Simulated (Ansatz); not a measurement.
What does this script print? It uses Ansatz's Python interface.

The script, `opt_c5h7f.py`:
```python
# -*- coding: utf-8 -*-
"""Geometry optimisation of C5H7F."""

from dataclasses import dataclass
import itertools
import warnings

import ansatz as az
from ase.data import atomic_numbers, covalent_radii
import numpy as np


@dataclass(frozen=True)
class Options:
    basis: str = "cc-pVDZ"
    functional: str = "PBE"


settings = Options()

warnings.simplefilter("ignore", az.DeckWarning)

geometry_ang = [
    ("C", (-0.6738, -0.7756, 1.4199)),
    ("C", (-0.1923, 0.5531, 0.9186)),
    ("C", (-0.744, 1.3511, -0.0307)),
    ("F", (-1.7527, 0.9836, -0.6685)),
    ("C", (0.6277, 0.8383, -0.2472)),
    ("C", (0.902, -0.1424, -1.2918)),
    ("H", (0.0521, -1.5214, 1.3088)),
    ("H", (-1.5839, -1.0231, 0.8606)),
    ("H", (-0.9741, -0.6301, 2.511)),
    ("H", (1.4357, 1.5517, -0.0662)),
    ("H", (1.1148, 0.3472, -2.2153)),
    ("H", (0.0823, -0.8331, -1.4489)),
    ("H", (1.7267, -0.7339, -1.0355)),
]
mol = az.Crystal.molecule()
for symbol, xyz in geometry_ang:
    mol = mol.atom(symbol, xyz)

model = (
    mol.calculation()
    .basis(gaussian=settings.basis)
    .functional(settings.functional)
)
symbols = [site.symbol for site in mol.cartesian_sites]
start = np.array([site.position_ang for site in mol.cartesian_sites], dtype=float)
def progress(event):
    if event["event"] == "relax_step":
        row = event["data"]
        print(f"step {row['step']:3d}  E = {row['lagrangian_ev']:.6f} eV  largest force component {row['allowed_force_max_ev_ang']:.4f} eV/A")


data = model.relax(force_tolerance=0.005).session().plan().execute(on_event=progress).report
end = np.array(data["positions_ang"])

for key in ("converged", "free_energy_ev", "reference_energy_ev", "n_frozen", "n_occupied", "n_virtual"):
    print(f"{key:22s} {data[key]}")

# pairs closer than 1.2 times the sum of covalent radii, before or after
radius = [covalent_radii[atomic_numbers[s]] for s in symbols]
span = lambda where, i, j: np.linalg.norm(where[i] - where[j])
bonded = [(i, j) for i, j in itertools.combinations(range(len(symbols)), 2) if min(span(start, i, j), span(end, i, j)) < 1.2 * (radius[i] + radius[j])]
print("pair        before    after (A)")
for i, j in bonded:
    print(f"{symbols[i]}{i}-{symbols[j]}{j}".ljust(10), f"{span(start, i, j):8.4f} {span(end, i, j):8.4f}")
for first, second in list(itertools.combinations(bonded, 2)):
    shared = set(first) & set(second)
    if shared and symbols[(j := shared.pop())] != "H":
        i, k = sorted((set(first) | set(second)) - {j})
        u, v = end[i] - end[j], end[k] - end[j]
        angle = np.degrees(np.arccos(np.clip(u @ v / np.linalg.norm(u) / np.linalg.norm(v), -1, 1)))
        print(f"final angle {symbols[i]}{i}-{symbols[j]}{j}-{symbols[k]}{k}: {angle:.2f} deg")

charges = data["charge_distribution"]
print("dipole moment", round(4.803205 * float(np.linalg.norm(charges["dipole_moment_e_ang"])), 3), "D")
print("Mulliken:", [(s, round(q, 3)) for s, q in zip(symbols, charges["mulliken_charges_e"])])
with open("c5h7f_opt.xyz", "w") as handle:
    handle.write(f"{len(symbols)}\nrelaxed C5H7F\n")
    handle.writelines(f"{s:2s} {x:11.6f} {y:11.6f} {z:11.6f}\n" for s, (x, y, z) in zip(symbols, end))
```

Output of `python opt_c5h7f.py`:
```text
step   1  E = -8002.322027 eV  largest force component 5.4886 eV/A
step   2  E = -8003.236421 eV  largest force component 1.5971 eV/A
step   3  E = -8003.527660 eV  largest force component 1.0890 eV/A
step   4  E = -8003.688742 eV  largest force component 1.6390 eV/A
step   5  E = -8003.853405 eV  largest force component 1.8201 eV/A
step   6  E = -8004.048931 eV  largest force component 0.6780 eV/A
step   7  E = -8004.042637 eV  largest force component 1.6313 eV/A
step   8  E = -8004.102502 eV  largest force component 0.2635 eV/A
step   9  E = -8004.117767 eV  largest force component 0.1264 eV/A
step  10  E = -8004.127596 eV  largest force component 0.2168 eV/A
step  11  E = -8004.097946 eV  largest force component 0.8219 eV/A
step  12  E = -8004.134952 eV  largest force component 0.1499 eV/A
step  13  E = -8004.138423 eV  largest force component 0.2038 eV/A
step  14  E = -8004.137804 eV  largest force component 0.2492 eV/A
step  15  E = -8004.143059 eV  largest force component 0.0375 eV/A
step  16  E = -8004.144232 eV  largest force component 0.0660 eV/A
step  17  E = -8004.144358 eV  largest force component 0.0375 eV/A
step  18  E = -8004.144796 eV  largest force component 0.0199 eV/A
step  19  E = -8004.144854 eV  largest force component 0.0068 eV/A
step  20  E = -8004.144872 eV  largest force component 0.0053 eV/A
step  21  E = -8004.144874 eV  largest force component 0.0038 eV/A
converged              True
free_energy_ev         -8004.144906660492
reference_energy_ev    -8004.144906660492
n_frozen               0
n_occupied             [23, 23]
n_virtual              [96, 96]
pair        before    after (A)
C0-C1        1.4995   1.4769
C0-H6        1.0467   1.1105
C0-H7        1.0965   1.1078
C0-H8        1.1410   1.1111
C1-C2        1.3573   1.3065
C1-C4        1.4536   1.5756
C2-F3        1.2487   1.3399
C2-C4        1.4803   1.4807
C4-C5        1.4588   1.5222
C4-H9        1.0930   1.1143
C5-H10       1.0667   1.1108
C5-H11       1.0834   1.1096
C5-H12       1.0468   1.1107
final angle C1-C0-H6: 111.09 deg
final angle C1-C0-H7: 111.46 deg
final angle C1-C0-H8: 110.86 deg
final angle C0-C1-C2: 156.51 deg
final angle C0-C1-C4: 142.50 deg
final angle H6-C0-H7: 108.21 deg
final angle H6-C0-H8: 106.78 deg
final angle H7-C0-H8: 108.27 deg
final angle C2-C1-C4: 60.98 deg
final angle C1-C2-F3: 147.73 deg
final angle C1-C2-C4: 68.52 deg
final angle C1-C4-C2: 50.50 deg
final angle C1-C4-C5: 121.39 deg
final angle C1-C4-H9: 116.77 deg
final angle F3-C2-C4: 143.75 deg
final angle C2-C4-C5: 123.06 deg
final angle C2-C4-H9: 118.24 deg
final angle C5-C4-H9: 113.08 deg
final angle C4-C5-H10: 111.20 deg
final angle C4-C5-H11: 111.12 deg
final angle C4-C5-H12: 111.26 deg
final angle H10-C5-H11: 107.86 deg
final angle H10-C5-H12: 107.06 deg
final angle H11-C5-H12: 108.17 deg
dipole moment 1.49 D
Mulliken: [('C', -0.029), ('C', -0.009), ('C', -0.033), ('F', -0.083), ('C', -0.101), ('C', -0.01), ('H', 0.057), ('H', 0.058), ('H', 0.057), ('H', 0.001), ('H', 0.038), ('H', 0.019), ('H', 0.033)]
```

`c5h7f_opt.xyz`, as written:
```text
13
relaxed C5H7F
C    -0.796125   -0.859890    1.672347
C    -0.608577    0.106769    0.571576
C    -0.965969    0.998494   -0.313842
F    -1.956284    1.709947   -0.869289
C     0.492456    0.746188   -0.356576
C     1.163982   -0.058723   -1.460268
H    -0.444337   -1.871724    1.379745
H    -1.861018   -0.935784    1.968151
H    -0.206858   -0.561350    2.565742
H     1.171047    1.495187    0.112550
H     1.508704    0.600409   -2.285272
H     0.466347   -0.806325   -1.890974
H     2.057133   -0.597799   -1.079090
```

Caveats:
- Total energies depend on the basis set; only differences at equal settings carry meaning.
- The end point is the stationary point reached from this start; no frequency run checks that it is a minimum, and the basis set is modest.
- Hardware and time: 110 s on 1 thread of Arm Neoverse V1, on a shared host, peak memory 0.24 GiB.
